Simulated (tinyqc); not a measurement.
Inside a calculation. Method: Pariser-Parr-Pople SCF with singles CI, for the molecule ClC1=CC=C1 (SMILES; centres numbered as the heavy atoms are written). Computed by tinyqc, a small Python program that keeps every step. Settings: charge = 0, gamma = Ohno, start = core, damping = 0, iteration cap = 89, excitations kept = 6. Command: `OMP_NUM_THREADS=1 python tinyqc.py 27217 27218 out.jsonl` (the two numbers bound the seeds that draw the settings). One thread of a shared host (Intel(R) Xeon(R) Processor @ 2.60GHz), about 0.01 s of CPU time with the checks. Later iterations appear only in the table of the cycle.

## PPP integrals

Centres (angstrom, eV; a flat drawing with bonds scaled to 1.40 angstrom):
```
centre          x          y  core charge z          W   gamma_rr
1Cl      1.912000   0.000000              2  26.000000  13.000000
2C       0.512000   0.000000              1  11.160000  11.130000
3C      -0.478000   0.990000              1  11.160000  11.130000
4C      -1.468000   0.000000              1  11.160000  11.130000
5C      -0.478000  -0.990000              1  11.160000  11.130000
```

Resonance integrals (eV):
```
i  j       beta
1  2  -1.590000
2  3  -2.390000
3  4  -2.390000
4  5  -2.390000
5  2  -2.390000
```

Ohno: gamma = 14.399645/sqrt(R^2 + a^2), a = 2 x 14.399645/(gamma_rr + gamma_ss); H_rr = -W_r - sum_(s != r) z_s gamma_rs; H_rs = beta for bonds.

repulsion gamma_rs (eV), lower triangle:
```
           1Cl         2C         3C         4C         5C
1Cl  13.000000
2C    7.827217  11.130000
3C    5.054326   7.553654  11.130000
4C    4.017164   6.088094   7.553654  11.130000
5C    5.054326   7.553654   6.088094   7.553654  11.130000
```

core matrix H (eV), lower triangle:
```
            1Cl          2C          3C          4C          5C
1Cl  -47.953032
2C    -1.590000  -48.009836
3C     0.000000   -2.390000  -42.464054
4C     0.000000    0.000000   -2.390000  -40.389730
5C     0.000000   -2.390000    0.000000   -2.390000  -42.464054
```

## Starting guess

pi electrons, sum of z_r less the charge = 6

Orbitals of the core matrix H.

P at the start, lower triangle:
```
           1Cl         2C        3C        4C        5C
1Cl   1.997978
2C    0.013348   1.911898
3C   -0.028792   0.190036  0.590096
4C    0.046952  -0.309899  0.668448  0.909933
5C   -0.028792   0.190036  0.590096  0.668448  0.590096
```

## Iteration 1: Fock matrix

F_rr = H_rr + P_rr gamma_rr / 2 + sum_(s != r) P_ss gamma_rs; F_rs = H_rs - P_rs gamma_rs / 2; E = tr P (H + F) / 2 + core repulsion sum_(r<s) z_r z_s gamma_rs.

F (eV), lower triangle:
```
            1Cl         2C         3C         4C         5C
1Cl  -10.380917
2C    -1.642240  -7.277004
3C     0.072762  -3.107732  -4.174049
4C    -0.094308   0.943348  -4.914613  -6.745177
5C     0.072762  -3.107732  -1.796280  -4.914613  -4.174049
```

pi energy = -87.054361 eV

## Iteration 1: orbitals and new P

Diagonalise F (the basis is taken as orthonormal) and form P = 2 sum c c over the lowest orbitals.

orbital energies (eV): -14.326215  -10.930863  -7.380315  -2.377769  2.263968

P after iteration 1, lower triangle:
```
           1Cl         2C        3C        4C        5C
1Cl   1.992504
2C    0.048181   1.690306
3C   -0.061086   0.392645  0.502185
4C    0.071770  -0.461319  0.584883  1.312820
5C   -0.061086   0.392645  0.502185  0.584883  0.502185
```

## Iteration 2: Fock matrix

As before.

F (eV), lower triangle:
```
            1Cl         2C         3C         4C         5C
1Cl  -11.421138
2C    -1.778560  -7.428287
3C     0.154373  -3.872954  -3.856706
4C    -0.144155   1.404278  -4.599004  -7.202267
5C     0.154373  -3.872954  -1.528674  -4.599004  -3.856706
```

pi energy = -88.910665 eV

## Iteration 2: orbitals and new P

As before.

orbital energies (eV): -14.362176  -11.795992  -8.214203  -2.328031  2.935299

P after iteration 2, lower triangle:
```
           1Cl         2C        3C        4C        5C
1Cl   1.989296
2C    0.067386   1.575777
3C   -0.073836   0.464827  0.490683
4C    0.076479  -0.481469  0.527552  1.453561
5C   -0.073836   0.464827  0.490683  0.527552  0.490683
```

## Convergence

Stop when output and input P, before any damping, agree to 1e-7.

Course of the cycle:
```
iteration        E (eV)  largest |P(out) - P(in)|
1          -87.05436085                  4.03e-01
2          -88.91066457                  1.41e-01
3          -89.18691757                  4.97e-02
4          -89.22559340                  1.81e-02
5          -89.23097880                  6.68e-03
6          -89.23172941                  2.49e-03
7          -89.23183416                  9.27e-04
8          -89.23184880                  3.46e-04
9          -89.23185085                  1.29e-04
10         -89.23185113                  4.82e-05
11         -89.23185117                  1.80e-05
12         -89.23185118                  6.73e-06
13         -89.23185118                  2.52e-06
14         -89.23185118                  9.42e-07
15         -89.23185118                  3.53e-07
16         -89.23185118                  1.32e-07
17         -89.23185118                  4.95e-08
```

Converged in 17 iterations.

## Converged orbitals

Charges are z - P_rr.

orbital energies (eV): -14.500567  -12.306009  -8.428272  -2.308675  3.046122

coefficients:
```
          MO1        MO2        MO3        MO4        MO5
1Cl  0.398545   0.859444  -0.309669   0.000000   0.081376
2C   0.544917   0.036919   0.672542   0.000000  -0.499390
3C   0.433693  -0.235773   0.036506   0.707107   0.504964
4C   0.409937  -0.385765  -0.670170   0.000000  -0.483746
5C   0.433693  -0.235773   0.036506  -0.707107   0.504964
```

pi charges: 1Cl 0.013244, 2C -0.501219, 3C 0.509978, 4C -0.531980, 5C 0.509978

## Singles CI, singlets

Over the 6 single excitations with the smallest orbital gaps: A = (e_a - e_i) delta + 2 (ia|jb) - (ij|ab), with (pq|rs) = sum c_mp c_mq gamma_mn c_nr c_ns. f = 2/3 w |mu|^2 in atomic units, mu = sqrt2 sum c_ia sum_m c_mi c_ma R_m.

singlet CI matrix (eV), lower triangle:
```
           3>4       2>4        3>5       1>4       2>5        1>5
3>4  -1.183759
2>4  -0.733805  4.733006
3>5   0.000000  0.000000   6.001409
1>4  -0.182226  0.040823   0.000000  6.534871
2>5   0.000000  0.000000  -0.194306  0.000000  9.573885
1>5   0.000000  0.000000  -0.122145  0.000000  0.494698  10.725617
```

singlet excitation energies (eV): -1.277370  4.820375  5.988931  6.541113  9.396292  10.915688

oscillator strengths: -0.000134  0.106732  0.534742  0.404181  0.000058  0.000624

## Singles CI, triplets

Over the 6 single excitations with the smallest orbital gaps: A = (e_a - e_i) delta - (ij|ab), with (pq|rs) = sum c_mp c_mq gamma_mn c_nr c_ns.

triplet CI matrix (eV), lower triangle:
```
           3>4       2>4        3>5       1>4       2>5       1>5
3>4  -1.197198
2>4  -0.647011  4.172459
3>5   0.000000  0.000000   3.660617
1>4  -0.341879  1.071923   0.000000  4.638210
2>5   0.000000  0.000000  -0.652234  0.000000  9.148787
1>5   0.000000  0.000000  -0.341862  0.000000  0.850780  9.875308
```

triplet excitation energies (eV): -1.282022  3.326083  3.574782  5.569410  8.611419  10.498512
